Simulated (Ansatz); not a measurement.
**[AlH2···H···CH2], triplet along the distance Al1-H4**

Starting geometry:

```xyz
7

Al   -1.1170    0.0000    0.0000
H    -1.9100    1.3734    0.0000
H    -1.9100   -1.3734    0.0000
H     0.4688    0.0000    0.0000
C     2.3300    0.0000    0.0000
H     2.7444    0.0000    0.9962
H     2.7444    0.0000   -0.9962
```

From there H4 is moved from one fragment to the other while all else, the fragments' distance too, stays fixed, so the hump isn't the reaction's barrier; atoms are numbered as listed. Energies are in eV, counted from the starting geometry at the same level. Kohn–Sham curves are unrestricted where that lies lower.

Basis cc-pVDZ; Ansatz 0.2.0. Correlated methods freeze the noble-gas cores. Prefix R: restricted or restricted open-shell reference; prefix U: unrestricted.

Full CI isn't at hand for all of this; UCCSDT(Q) serves as the reference, and is uncertain by about the last step of the cluster series. The frozen core follows each run's orbitals, which can shift R against U totals by a few meV.

| distance Al1-H4 (Å) | UCCSDT(Q) | curve A | curve B | curve C | curve D |
| --- | --- | --- | --- | --- | --- |
| 1.475 | 0.092 | 0.187 | 0.112 | 0.091 | 0.097 |
| 1.586 | 0.000 | 0.000 | 0.000 | 0.000 | 0.000 |
| 1.696 | 0.021 | -0.088 | -0.004 | 0.022 | 0.004 |
| 1.806 | 0.044 | -0.170 | -0.004 | 0.046 | -0.004 |
| 1.916 | -0.031 | -0.311 | -0.094 | -0.028 | -0.111 |
| 2.027 | -0.253 | -0.538 | -0.320 | -0.250 | -0.354 |
| 2.137 | -0.577 | -0.818 | -0.639 | -0.575 | -0.687 |
| 2.247 | -0.889 | -1.068 | -0.945 | -0.888 | -1.000 |
| 2.357 | -1.020 | -1.141 | -1.078 | -1.020 | -1.125 |

(1) The curves come from B2PLYP, PBE, RCCSDT, RPA-PBE. Compare each with UCCSDT(Q) and say which is which.

In so small a basis the reference is far from its limit while semilocal and hybrid functionals are nearer theirs (RPA and double hybrids share much of the reference's basis error), so the functionals' errors here hold much of the reference's basis and frozen-core error, which can add to them or hide them.

Answers

(1) A: PBE, B: B2PLYP, C: RCCSDT, D: RPA-PBE. Spread of the error against UCCSDT(Q), over the points where both stand: A 0.381, B 0.087, C 0.003, D 0.116 eV.
